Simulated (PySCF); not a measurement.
Rock-salt MgS: correlation energy from several methods in one and the same small orbital space (PySCF; 2 atoms at the zone centre, 8 electrons in 55 orbitals, empty ones MP2 natural orbitals of a TZ basis, lattice constant set to 5.2033 Å). It tests the methods against each other and lies far from the crystal's limit.

| method | E_corr (eV per atom) | share of CCSDT(Q) (%) | difference (meV) |
|---|---|---|---|
| MP2 | -2.2435 | 76.1 | 706 |
| CCSD | -2.8197 | 95.6 | 129 |
| CCSD(T) | -2.9218 | 99.1 | 27 |
| CCSDT | -2.9427 | 99.8 | 6 |
| CCSDT(Q) | -2.9490 | 100.0 | 0 |

MP2, (T) and (Q) use filled levels shifted down by the Madelung term, which in so small a cell is a large part of the gap, so these rows hang on it.

CCSDT(Q) is the highest level reached here, not an exact value.
